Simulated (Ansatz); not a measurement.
# CSi2: the cost of one run

Program: Ansatz 0.2.0, Gaussian basis. Level of theory: def2-QZVPP, core rule «outside noble gas», up to 11 orbitals frozen. These are calculated values, not measurements.

The runs, in order: UHF; ROHF; CCSD(T) on UHF.

2 further runs of the same task are left out: 2 set aside as unsound or not needed.

## Step 1: The system

The geometry is a PBE0/def2-TZVP stationary point (not a proven minimum) of the parent state, kept for this charge and spin.

3 atoms, charge 1, spin multiplicity 4.

Atoms are counted from 1 here; the program's logs count them from 0.

Bond lengths: C1–Si2 1.825 Å, C1–Si3 1.757 Å, Si2–Si3 2.287 Å. Angles: Si2–C1–Si3 79.3°, C1–Si2–Si3 49.0°, C1–Si3–Si2 51.6°.

## Step 2: UHF

The input, in.yaml:

```yaml
crystal:
  periodic: [false, false, false]
  atoms:
    - {symbol: C, position_ang: [0.000000, -1.134324, -0.058627]}
    - {symbol: Si, position_ang: [0.000000, 0.227422, 1.155842]}
    - {symbol: Si, position_ang: [0.000000, 0.257669, -1.130771]}
basis:
  gaussian: {orbitals: "def2-QZVPP.json"}
total_charge: 1
magnetization: {spin_polarized: true, initial_magnetization: 3}
hamiltonian: {xc: hf}
output: {orbitals: {seedname: orbitals}}
```

Launch:

```bash
$ ansatz run in.yaml --threads 1 --pin off --events-out ev --progress --plain --max-ram 2393MiB
```

**Question.** How long does this run take on 1 thread of Arm Neoverse V1, shared host, and how much memory does it need?

About 36 s, with a peak of 0.53 GiB.
